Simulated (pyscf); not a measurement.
Single points on ωB97X-D3(BJ)/def2-SVP structures (PySCF, gas phase).

Question: How much does it cost (ΔH, 298 K, ωB97M-D3(BJ)/def2-TZVP) to split F–Ta(F)(F)(F)–F at its F–Ta bond into F• + [F–Ta(F)(F)–F]•?

Answer: F–Ta to F• + [F–Ta(F)(F)–F]•: 135.1 kcal/mol. The 7 functionals that were run give +131.1 (M06-2X) to +142.1 kcal/mol (PBE). The radicals are drawn with the spin at the cut bond; how far it spreads was not checked. Left out: the spin-orbit lowering of F. Open-shell species with a d-block atom are single-reference here; other states, and whether the spin sits on metal or ligand, were not checked. Elements past Kr carry the def2 core potentials, without spin-orbit coupling.
